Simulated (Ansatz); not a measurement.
Energy needed to pull apart C2H6Si (SMILES C[Si]C), closed shell, into free ground-state atoms, from the structure below (displaced at random from a GFN2-xTB minimum); no zero-point or spin–orbit terms; open-shell atoms are treated unrestricted, in their ground-state multiplicity.

```tsv
atom	x (Å)	y (Å)	z (Å)
C1	-0.4989	1.1464	-0.6858
Si2	0.8453	-0.1810	-0.9281
C3	0.5773	-1.1604	0.8185
H4	-1.4877	0.6208	-0.7443
H5	-0.4257	1.7618	-1.6642
H6	-0.3640	1.7247	0.0676
H7	-0.4300	-1.5706	0.7934
H8	1.3483	-1.9952	0.9883
H9	0.6651	-0.3879	1.5675
```

Ansatz 0.2.0; basis: def2-TZVPP; cores frozen in the correlated methods.

```json
{"method": "PBE-D4", "atomization energy (eV)": "32.78"}
{"method": "r2SCAN-D4", "atomization energy (eV)": "?"}
{"method": "PBE0-D4", "atomization energy (eV)": "32.42"}
{"method": "CAM-B3LYP-D4", "atomization energy (eV)": "32.51"}
{"method": "LC-wPBE", "atomization energy (eV)": "32.11"}
{"method": "wB97M-V", "atomization energy (eV)": "?"}
{"method": "HF", "atomization energy (eV)": "24.21"}
{"method": "MP2", "atomization energy (eV)": "31.71"}
{"method": "CCSD", "atomization energy (eV)": "31.32"}
{"method": "CCSD(T)", "atomization energy (eV)": "31.68"}
```

Task: What does wB97M-V give? (Judge from chemistry; the value comes from the calculation.)

Result: The calculation gives: 32.57 eV, which is about 0.88 eV more than CCSD(T)/def2-TZVPP.

Task: What does r2SCAN-D4 give? (To be estimated.)

Result: By the calculation: 32.37 eV, which is about 0.69 eV more than CCSD(T)/def2-TZVPP.

In triple zeta the MP2 and coupled-cluster atomization energies are still short of their basis limit by a few kcal/mol a bond, whereas those of the functionals are nearly converged, so these differences are not deviations from converged CCSD(T).

The T1 diagnostic stays at or below 0.013. The restricted Hartree–Fock reference is unstable towards an unrestricted one here.

For scale, one of the runs: CCSD(T)/def2-TZVPP forces, 188 basis functions (an equivalent command: `ansatz run in.yaml --threads 4`). The run took 100 s on 4 CPU threads (shared host), with 3.8 GiB of host memory at its peak.
